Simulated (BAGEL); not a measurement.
# C2H2FNO (SMILES FC1=NCO1) at B3LYP/6-31G(d) (density fitting with qzvpp-jkfit, spherical functions)

What is the energy change on altering one bond length of C2H2FNO at B3LYP/6-31G* (density fitting with qzvpp-jkfit, spherical functions)? 

The calculation is run with BAGEL 1.2.2.

## (1) The molecule

The species is C2H2FNO (7 atoms), meant as a singlet with charge 0. As SMILES, `FC1=NCO1`. The shape is that of a PBE0-D4/def2-TZVP optimisation.

Bond lengths: F1–C2 1.291 Å, C2–N3 1.270 Å, N3–C4 1.465 Å, C2–O5 1.336 Å, C4–O5 1.481 Å, C4–H6 1.089 Å, C4–H7 1.089 Å. Some angles: F1–C2–N3 132.4°, F1–C2–O5 120.4°, N3–C2–O5 107.2°, C2–N3–C4 82.4°, N3–C4–O5 90.8°, C2–O5–C4 79.6°, N3–C4–H6 114.9°, N3–C4–H7 114.9°, O5–C4–H6 110.1°, O5–C4–H7 110.1°.

## (2) A single-point energy at B3LYP/6-31G(d) (density fitting with qzvpp-jkfit, spherical functions)

Input file input.json:

```json
{ "bagel" : [

{
  "title" : "molecule",
  "basis" : "6-31gs.json",
  "df_basis" : "qzvpp-jkfit",
  "angstrom" : true,
  "geometry" : [
    { "atom" : "F", "xyz" : [      -1.048500,      -1.965600,       0.441600 ] },
    { "atom" : "C", "xyz" : [      -0.514700,      -0.825600,       0.153600 ] },
    { "atom" : "N", "xyz" : [      -0.970200,       0.214200,      -0.416500 ] },
    { "atom" : "C", "xyz" : [       0.388600,       0.705700,      -0.172700 ] },
    { "atom" : "O", "xyz" : [       0.759400,      -0.577400,       0.468200 ] },
    { "atom" : "H", "xyz" : [       0.459800,       1.518100,       0.548600 ] },
    { "atom" : "H", "xyz" : [       0.987000,       0.862600,      -1.068600 ] }
  ]
},

{ "title" : "ks", "xc_func" : "b3lyp" },

{ "title" : "print", "file" : "orbitals.molden", "orbitals" : true }

]}
```

The basis set 6-31G* is read from a file made from the Basis Set Exchange's data (not shown).

On the command line:

```bash
$ BAGEL_NUM_THREADS=1 BAGEL input.json > input.out
```

Standard output:

```text
* using 1 threads per process

  ===============================================================
  ===============================================================

  *** Geometry ***

  { "atom" : "F", "xyz" : [     -1.981378,     -3.714446,      0.834503 ] },
  { "atom" : "C", "xyz" : [     -0.972642,     -1.560158,      0.290262 ] },
  { "atom" : "N", "xyz" : [     -1.833412,      0.404779,     -0.787071 ] },
  { "atom" : "C", "xyz" : [      0.734348,      1.333580,     -0.326356 ] },
  { "atom" : "O", "xyz" : [      1.435058,     -1.091128,      0.884770 ] },
  { "atom" : "H", "xyz" : [      0.868896,      2.868793,      1.036704 ] },
  { "atom" : "H", "xyz" : [      1.865160,      1.630078,     -2.019361 ] },

  Number of auxiliary basis functions:      417

  Since a DF basis is specified, we compute 2- and 3-index integrals:
    o Being stored without compression. Storage requirement is 0.018 GB

  Number of basis functions:       74
  Number of electrons      :       38

    * METHOD: MOLECULE                             0.14

  *** Kohn-Sham DFT ***

    * Removing 13991 points whose weight is below 1.00e-10
    * Grid points: 90351

  === Nuclear Repulsion ===
   174.3176668426

       - DIIS with orbital gradients will be used.

  === KS iteration (b3lyp / 6-31gs.json) ===
      0       -272.46051887          0.16265359           0.24
      1       -223.16947567          0.22404239           0.23
      2       -250.78470305          0.23553756           0.23
      3       -295.76390574          0.12421721           0.22
      4       -300.77757640          0.11822700           0.23
      5       -305.60094788          0.06411924           0.22
      6       -306.69150012          0.03382161           0.22
      7       -306.53144871          0.04321144           0.22
      8       -307.15362904          0.00435657           0.22
      9       -307.15876631          0.00234122           0.22
     10       -307.16043724          0.00084556           0.22
     11       -307.16063034          0.00025267           0.22
     12       -307.16065111          0.00004389           0.22
     13       -307.16065163          0.00002729           0.22
     14       -307.16065189          0.00000253           0.23
     15       -307.16065189          0.00000105           0.23
     16       -307.16065189          0.00000043           0.22
     17       -307.16065189          0.00000021           0.22
     18       -307.16065189          0.00000007           0.22
     19       -307.16065189          0.00000003           0.22
     20       -307.16065189          0.00000001           0.22
    * SCF iteration converged.

    * Permanent dipole moment:
           (   -0.580873,    -0.330943,    -0.055359) a.u.

    * METHOD: KS                                   5.06

    * METHOD: PRINT                                0.01

  ===============================================================
```

Wall time 5.4 s (1 thread of Arm Neoverse V2, shared host); peak memory 0.33 GiB.

## (3) The distorted shape, same level

Input file calc.json:

```json
{ "bagel" : [

{
  "title" : "molecule",
  "basis" : "6-31gs.json",
  "df_basis" : "qzvpp-jkfit",
  "angstrom" : true,
  "geometry" : [
    { "atom" : "F", "xyz" : [   -1.133939,   -2.940473,   -0.423953 ] },
    { "atom" : "C", "xyz" : [   -0.600139,   -1.800473,   -0.711953 ] },
    { "atom" : "N", "xyz" : [   -1.055639,   -0.760673,   -1.282053 ] },
    { "atom" : "C", "xyz" : [    0.303161,   -0.269173,   -1.038253 ] },
    { "atom" : "O", "xyz" : [    0.673961,   -1.552273,   -0.397353 ] },
    { "atom" : "H", "xyz" : [    0.459800,    1.518100,    0.548600 ] },
    { "atom" : "H", "xyz" : [    0.901561,   -0.112273,   -1.934153 ] }
  ]
},
{ "title" : "ks", "xc_func" : "b3lyp" },
{ "title" : "print", "file" : "orbitals.molden", "orbitals" : true }

]}
```

The basis set 6-31G* is read from a file made from the Basis Set Exchange's data (not shown).

On the command line:

```bash
$ BAGEL_NUM_THREADS=1 BAGEL calc.json > calc.out
```

Standard output:

```text
* using 1 threads per process

  ===============================================================
  ===============================================================

  *** Geometry ***

  { "atom" : "F", "xyz" : [     -2.142834,     -5.556689,     -0.801155 ] },
  { "atom" : "C", "xyz" : [     -1.134098,     -3.402401,     -1.345396 ] },
  { "atom" : "N", "xyz" : [     -1.994869,     -1.437464,     -2.422729 ] },
  { "atom" : "C", "xyz" : [      0.572891,     -0.508663,     -1.962014 ] },
  { "atom" : "O", "xyz" : [      1.273602,     -2.933371,     -0.750888 ] },
  { "atom" : "H", "xyz" : [      0.868896,      2.868793,      1.036704 ] },
  { "atom" : "H", "xyz" : [      1.703703,     -0.212165,     -3.655019 ] },

  Number of auxiliary basis functions:      417

  Since a DF basis is specified, we compute 2- and 3-index integrals:
    o Being stored without compression. Storage requirement is 0.018 GB

  Number of basis functions:       74
  Number of electrons      :       38

    * METHOD: MOLECULE                             0.14

  *** Kohn-Sham DFT ***

    * Removing 12867 points whose weight is below 1.00e-10
    * Grid points: 91475

  === Nuclear Repulsion ===
   170.6935192166

       - DIIS with orbital gradients will be used.

  === KS iteration (b3lyp / 6-31gs.json) ===
      0       -272.99276589          0.16132383           0.23
      1       -225.42350886          0.22021114           0.22
      2       -252.48063676          0.23127708           0.22
      3       -296.37082928          0.11901385           0.22
      4       -300.88399946          0.11472290           0.22
      5       -305.13185717          0.05823999           0.22
      6       -306.44880062          0.03576348           0.22
      7       -305.96066070          0.04807716           0.22
      8       -306.94938599          0.00893086           0.22
      9       -306.96874206          0.00510335           0.22
     10       -306.97651747          0.00344325           0.22
     11       -306.98468108          0.00084031           0.22
     12       -306.98492621          0.00018951           0.21
     13       -306.98494249          0.00010239           0.21
     14       -306.98494608          0.00001343           0.22
     15       -306.98494615          0.00001222           0.22
     16       -306.98494621          0.00000418           0.22
     17       -306.98494622          0.00000136           0.22
     18       -306.98494622          0.00000041           0.22
     19       -306.98494622          0.00000011           0.22
     20       -306.98494622          0.00000003           0.22
     21       -306.98494622          0.00000002           0.22
     22       -306.98494622          0.00000002           0.21
     23       -306.98494622          0.00000000           0.22
    * SCF iteration converged.

    * Permanent dipole moment:
           (   -0.417156,     0.240737,     0.230694) a.u.

    * METHOD: KS                                   5.61

    * METHOD: PRINT                                0.01

  ===============================================================
```

It took 6 s on 1 thread of Arm Neoverse V2, shared host; peak memory 0.33 GiB.

## (4) What came out

Level: B3LYP/6-31G* (density fitting with qzvpp-jkfit, spherical functions).

| quantity | value |
| --- | --- |
| first shape: total energy | -307.16065 Eh |
| first shape: dipole moment | 1.71 D |
| first shape: HOMO energy | -7.77 eV |
| first shape: LUMO energy | 0.70 eV |
| first shape: HOMO–LUMO gap | 8.46 eV |
| distorted shape: total energy | -306.98495 Eh |
| distorted shape: dipole moment | 1.36 D |
| distorted shape: HOMO energy | -7.35 eV |
| distorted shape: LUMO energy | -3.88 eV |
| distorted shape: HOMO–LUMO gap | 3.46 eV |
| energy change with the C4–H6 bond stretched from 1.089 to 2.395 Å | 4.781 eV |

What this shows: One bond (distorted shape) is far stretched, which a spin-restricted single reference describes badly; a broken-symmetry solution may lie lower. With the C4–H6 bond stretched from 1.089 to 2.395 Å the energy rises by 4.78 eV (461 kJ/mol). The first shape isn't relaxed at this level, so the change isn't measured from a minimum. A restricted reference can't describe the breaking bond well at this length.
